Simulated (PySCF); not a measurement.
# A diatomic session: AlH−

An exercise on one series of results from a longer session: the logs are not shown, and one member is left open.

Program: PySCF 2.14.0. Level of theory: Al aug-pcseg-1, H aug-pcseg-1, no relativity. These are calculated values, not measurements.

3 further runs of the same task are left out: 3 set aside as unsound or not needed.

Set-up of the first run:

The job is set up so:

```json
{"atoms": "Al, H", "charge": "-1", "basis": "Al aug-pcseg-1, H aug-pcseg-1", "Hamiltonian": "no relativity", "basis functions": "36", "electrons treated": "15", "masses in u": "26.9815, 1.0078", "levels": "PBE0, PBE, r²SCAN, TPSSh, PW91, PBEsol, ωB97X, MP2, SCS-MP2, CCSD, CCSD(T)", "grid": "80 radial by 434 angular points", "occupations": "held fixed by the projection of orbital angular momentum", "dissociation limit": "Al + H−, each in its ground configuration", "starting distance in angstrom": "1.615", "values of 2S to try": "1, 3"}
```

On the command line:

```
$ OMP_NUM_THREADS=1 python dia.py task.json out
```

Among the steps run: Set-up; First curve: PBE0; PBE; r²SCAN; TPSSh; PW91 (GGA); PBEsol; ωB97X (range-separated hybrid); Adding correlation.

One of the session's tables, all rows but one given; the rest of the session is left out.

It belongs to the step «The curves together». Energy (eV) from each level's lowest point:

| R (Å) | UHF-MP2 | UHF-SCS-MP2 | UHF-CCSD | UHF-CCSD(T) | PBE |
| --- | --- | --- | --- | --- | --- |
| 1.465 | 0.273 | 0.273 | n/a | n/a | 0.338 |
| 1.534 | 0.112 | 0.113 | 0.117 | 0.119 | 0.161 |
| 1.602 | ? | ? | ? | ? | ? |
| 1.653 | 0.001 | 0.001 | 0.003 | 0.003 | 0.016 |
| 1.704 | 0.000 | 0.000 | 0.000 | 0.000 | 0.000 |
| 1.755 | 0.020 | 0.019 | 0.017 | 0.017 | 0.004 |
| 1.823 | 0.070 | 0.069 | 0.064 | 0.062 | 0.033 |
| 1.909 | 0.162 | 0.158 | 0.148 | 0.146 | 0.099 |
| 2.011 | 0.296 | 0.290 | 0.274 | 0.270 | 0.205 |
| 2.147 | 0.496 | 0.485 | n/a | n/a | 0.371 |

Q: Estimate the row for R (Å) = 1.602 from the others.

Worked estimate for «UHF-MP2». A straight line through the neighbours (1.534, 0.112) and (1.653, 0.001) gives 0.112 + (0.001 − 0.112) × (1.602 − 1.534) / (1.653 − 1.534) = 0.049; a parabola fitted to 4 rows on both sides gives 0.025.

**Answer.** UHF-MP2: 0.027; UHF-SCS-MP2: 0.027; UHF-CCSD: 0.030; UHF-CCSD(T): 0.031; PBE: 0.057. In «UHF-MP2» the line misses by +0.022 and the parabola by -0.002.
